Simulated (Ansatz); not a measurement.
Compare A (`C1=CCOC1`) with its isomer B (`COC1=CC1`).

Calculated with Ansatz (gas phase, PBE0-D4/def2-TZVP geometries, no zero-point term in ΔE). CBS: MP2 limit from def2 TZ/QZ plus the TZ coupled-cluster correction, frozen cores. Functionals use def2-TZVPP. B3LYP here is the variant with VWN-RPA as its local correlation; programs differ in this. One conformer a species, not always the lowest.

A:

```xyz
11

C     0.188    1.042   -0.334
C     0.206    0.599    0.912
C    -0.097   -0.862    0.930
O    -0.289   -1.217   -0.429
C    -0.129   -0.083   -1.262
H     0.370    2.057   -0.664
H     0.406    1.179    1.803
H    -1.003   -1.093    1.508
H     0.724   -1.454    1.359
H     0.675   -0.264   -1.990
H    -1.052    0.095   -1.833
```

B:

```xyz
11

C    -0.9731    1.5804    0.3400
O    -1.1105    0.2843   -0.2297
C    -0.0058   -0.4300   -0.1765
C     1.2348   -0.5782    0.1490
C     0.5316   -1.7449   -0.5442
H    -1.9389    2.0707    0.2358
H    -0.2053    2.1498   -0.1907
H    -0.7040    1.5046    1.3970
H     2.1630   -0.2435    0.5734
H     0.2513   -2.6273    0.0359
H     0.7568   -1.9659   -1.5902
```

Problem. Which isomer does CCSD(T)/CBS put lower? Give the gap. (An estimate is asked.)

Solution. Computed: A, by 200.3 kJ/mol.

Problem. Give E(B) − E(A) in kJ/mol with B2PLYP, r2SCAN-D4, B3LYP, PBE-D4, B3LYP-D4, PBE0-D4, HF/def2-TZVPP. (Best estimate.)

Solution. The calculation gave: B2PLYP 190.3, r2SCAN-D4 188.7, B3LYP 186.1, PBE-D4 180.5, B3LYP-D4 189.9, PBE0-D4 192.2, HF/def2-TZVPP 207.2. None reverses the order clearly.

Largest T1 diagnostic: 0.012.

In def2-TZVPP, CCSD(T) changes the Hartree–Fock value by −8.6 kJ/mol (the triples alone add −2.6 kJ/mol) and MP2 by −14.9 kJ/mol. The D4 term adds +3.8 kJ/mol with B3LYP and +1.7 kJ/mol with PBE0; it sums over pairs of atoms, weighted by their polarisabilities, and B3LYP, whose exchange is more repulsive, gets the larger term.
